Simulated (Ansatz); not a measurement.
Abridged output of a molecular run in Ansatz:

```
Functional definition: HF
260 factors; integrals over basis functions are off by at most 8.1e-4 eV
mean field evaluation 1: about -2704.3996 eV, gradient 2.7e1 eV
mean field evaluation 2: about -2704.4019 eV, gradient 2.7e1 eV
mean field evaluation 4: about -2707.9843 eV, gradient 2.9e0 eV
mean field evaluation 8: about -2708.2550 eV, gradient 3.6e-1 eV
mean field evaluation 16: about -2705.5399 eV, gradient 6.6e-4 eV
mean field -2708.26294922 eV, -99.5268276572 hartree, gradient 2.9e-6 eV, S^2 0.804180; 3 other end points of the search recorded, 0 dependent functions left out
2 core orbitals not correlated: weight in the atoms' cores, before any rotation towards them, 1.000 or more for the frozen orbitals, at most 0.000 for the correlated occupied ones
reference -2708.26294922 eV, -99.5268276572 hartree; 5, 4 occupied and 21, 22 virtual orbitals, 260 factors
second order -6.51995233 eV of doubles, -0.00000000 eV of singles
cycle   1  -6.29352268 eV  change    2.3e-1 eV  update   9.3e-2
cycle   2  -6.53910220 eV  change   -2.5e-1 eV  update   3.3e-2
cycle   3  -6.63964823 eV  change   -1.0e-1 eV  update   2.3e-2
cycle   4  -6.64439553 eV  change   -4.7e-3 eV  update   9.1e-3
cycle   5  -6.65094422 eV  change   -6.5e-3 eV  update   5.0e-3
cycle   6  -6.65420391 eV  change   -3.3e-3 eV  update   1.4e-3
cycle   7  -6.65451261 eV  change   -3.1e-4 eV  update   6.2e-4
cycle   8  -6.65459652 eV  change   -8.4e-5 eV  update   1.3e-4
cycle   9  -6.65455109 eV  change    4.5e-5 eV  update   5.6e-5
cycle  10  -6.65455037 eV  change    7.2e-7 eV  update   2.4e-5
cycle  11  -6.65456553 eV  change   -1.5e-5 eV  update   8.7e-6
cycle  12  -6.65456365 eV  change    1.9e-6 eV  update   3.3e-6
perturbative correction -0.24205516 eV, -0.0088953630 hartree
Total energy: -2715.15956802 eV, -99.7802737235 hartree
Checks for a lower state left out: cluster_reference
```

Its atoms:

```xyz
2

B     0.102   -0.110   -0.581
O    -0.102    0.110    0.581
```

Q: Which basis set was used?
A. def2-TZVPP
B. cc-pV(D+d)Z
C. def2-SVPD
D. def2-QZVPP

A: B. It gives 28 functions.

Q: Write the keys of the input that set method, charge and spin (a neutral closed shell needs none for the last two).

A: 
```yaml
magnetization: {spin_polarized: true, initial_magnetization: 1}
correlation: {method: ccsd_t}
scf: {omitted_lower_state_checks: [cluster_reference]}
```
